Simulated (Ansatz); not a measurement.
Reactions of `FC1C=C1`.

Computed with Ansatz on PBE0-D4/def2-TZVP structures; ΔE is electronic, products minus reactants. CCSD(T)/CBS adds triple-zeta CCSD(T) − MP2 to the extrapolated MP2 energy (def2 sets, frozen cores). This one scheme is used for every species, atoms too. Open shells (•) are unrestricted, without spin–orbit coupling. Spin–orbit coupling would lower the free atoms: a little for C, F.

(1) Order these by ΔE at CCSD(T)/CBS, lowest first. (Estimate.)
A. `FC1C=C1` + HCl → `ClC1C=C1` + H–F
B. `FC1C=C1` + H₂ → `C1=CC1` + H–F
C. `FC1C=C1` → 3 C• + F• + 3 H•
D. `FC1C=C1` → `C=C=CF`
E. `FC1C=C1` → `[CH]1C=C1`• + F•

Largest T1 diagnostic: 0.013, for `C=C=CF`.

Answers

(1) B (-71.4 kJ/mol), D (-40.0 kJ/mol), A (-13.8 kJ/mol), E (+514.2 kJ/mol), C (+2907.8 kJ/mol).
